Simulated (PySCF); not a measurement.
Species: methylidyne cation CH+, CH (charge +1 and singlet state).
Numbering: `[CH+:1]` (hydrogens: H2 on C1)

Cartesian coordinates in Å at the PBE0-D3(BJ)/def2-SVP level; atoms count from 1:
```xyz
2
CH angstrom
C      0.5823   -0.0280    0.0014
H     -0.5648   -0.0008   -0.0135
```

Level of theory: core-valence-separated Tamm–Dancoff BHandHLYP/aug-pcX-1 (pcseg-1 on H) in PySCF, non-relativistic, gas phase, PBE0-D3(BJ)/def2-SVP geometry. Absolute energies from this functional tend to lie a few eV below measured edges; no shift was applied.

The lowest roots of each edge with f over 0.003 (five at most, numbered afresh; weaker and dark ones are left out), with transition dipoles (au) in the frame of the coordinates:

| root | edge | E (eV) | μx | μy | μz |
| --- | --- | --- | --- | --- | --- |
| 1 | C | 281.53 | -0.0019 | -0.0055 | 0.1331 |
| 2 | C | 281.53 | 0.0031 | 0.1330 | 0.0055 |
| 3 | C | 293.92 | 0.0804 | -0.0019 | 0.0010 |
| 4 | C | 297.66 | 0.0359 | -0.0009 | 0.0005 |
| 5 | C | 298.59 | 0.0001 | 0.0249 | 0.0357 |

Task: What are the oscillator strengths?

Result: f = (2/3) ΔE |μ|², with ΔE in hartree (27.2114 eV):

```
root  ΔE (Eh)  |μ|² (au)      f  core hole on
   1  10.3462   0.017749  0.122            C1
   2  10.3462   0.017729  0.122            C1
   3  10.8014   0.006469  0.047            C1
   4  10.9387   0.001290  0.009            C1
   5  10.9729   0.001895  0.014            C1
```

Task: What is the unit vector of the molecular axis, and which share of each root's |μ|² lies along it?

Result: (1.00, -0.02, 0.01), up to sign.

```
root  core hole on  share along it  final orbital
   1            C1            0.00              π
   2            C1            0.00              π
   3            C1            1.00              σ
   4            C1            1.00              σ
   5            C1            0.00              π
```

The 1s orbitals are σ, so light polarised along the axis reaches σ orbitals and light across it π orbitals.

Task: For fixed molecules, how does the intensity of root 3 change when the electric field is turned 30° away from the molecular axis?

Result: Intensity goes as (E·μ)², and μ lies along that direction, so it falls to cos²30° = 0.75 of its maximum; it vanishes at 90°.

Task: Molecules are fixed in this frame and the field points along (0, 1, 1)/√2. What effective strengths 3 f cos²θ do the roots have (θ between field and μ)?

Result: root 1 (C1): 0.168, root 2 (C1): 0.199, root 3 (C1): 0.000, root 4 (C1): 0.000, root 5 (C1): 0.040. Root 2 is the strongest. Averaged over all orientations cos²θ is 1/3, which gives f back. For degenerate partners only the sum has meaning, as the program may mix them freely.

